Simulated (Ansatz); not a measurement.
Ansatz (a program for electronic structure) input (PBE/def2-TZVPD):

Ansatz 0.2 input:
```yaml
crystal:
  periodic: [false, false, false]
  atoms:
    - {symbol: O, position_ang: [-0.00000000, -0.00000000, -0.67368277]}
    - {symbol: O, position_ang: [0.00000000, 0.00000000, 0.67368277]}
basis:
  gaussian:
    orbitals: def2-TZVPD
hamiltonian:
  xc: {name: PBE}
total_charge: -1
magnetization: {spin_polarized: true, initial_magnetization: 1}
output: {forces: true}
```

End of the output:

```
integrals: 0.01 GiB planned
368 factors; their error is unknown
mean field: 0.16 GiB planned
mean field evaluation 1: about -4073.3185 eV, gradient 5.4e1 eV
mean field evaluation 2: about -4065.3408 eV, gradient 8.2e1 eV
mean field evaluation 4: about -4088.9129 eV, gradient 1.3e0 eV
mean field evaluation 8: about -4088.9231 eV, gradient 2.6e-2 eV
mean field evaluation 16: about -4088.9180 eV, gradient 4.9e-6 eV
mean field evaluation 32: about -4084.6196 eV, gradient 2.0e1 eV
mean field evaluation 64: about -4085.0108 eV, gradient 1.8e-5 eV
mean field evaluation 96: about -4085.0102 eV, gradient 2.9e-1 eV
mean field -4088.91802311 eV, -150.2649657810 hartree, gradient 4.9e-6 eV, S^2 0.753694; 10 other end points of the search recorded, 0 dependent functions left out
the calculation of the forces begins
reference -4088.91805415 eV, -150.2649669217 hartree; 9, 8 occupied and 71, 72 virtual orbitals, 368 factors
Total energy: -4088.91805415 eV, -150.2649669217 hartree
Atom 0 at    -0.000000    -0.000000    -0.673683 Å, force    -0.000000    -0.000000    -0.175645 eV/Å
Atom 1 at     0.000000     0.000000     0.673683 Å, force     0.000000     0.000000     0.175645 eV/Å
Dipole moment:     0.000000    -0.000000     0.000000 e Å
```
